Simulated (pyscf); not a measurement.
PySCF, gas phase, ωB97X-D3(BJ)/def2-SVP geometries.

SMILES: [F][ReH]([F])([Cl])([F])([F])[F]
```xyz
8

F     -1.4849     0.7068     0.6729
Re    -0.4867    -0.7224    -0.0041
F      1.1636     0.1097    -0.3552
F     -0.9146     0.1185    -1.5913
F      0.2631    -2.0250    -1.0746
F     -0.0575    -1.9803     1.3105
Cl    -2.4779    -1.7905    -0.0329
H      0.1722    -0.0629     1.2961
```

How much does it cost (ΔH, 298 K, ωB97M-D3(BJ)/def2-TZVP) to split `[F][ReH]([F])([F])([F])([F])[Cl]` at its H–Re bond into [F–Re(F)(F)(F)(F)–Cl]• + H•?

H–Re to [F–Re(F)(F)(F)(F)–Cl]• + H•: 0.37 eV. The 7 functionals that were run give +0.28 (M06-2X) to +0.73 eV (PBE). The radicals are drawn with the spin at the cut bond; how far it spreads was not checked. Open-shell species with a d-block atom are single-reference here; other states, and whether the spin sits on metal or ligand, were not checked. Elements past Kr carry the def2 core potentials, without spin-orbit coupling.
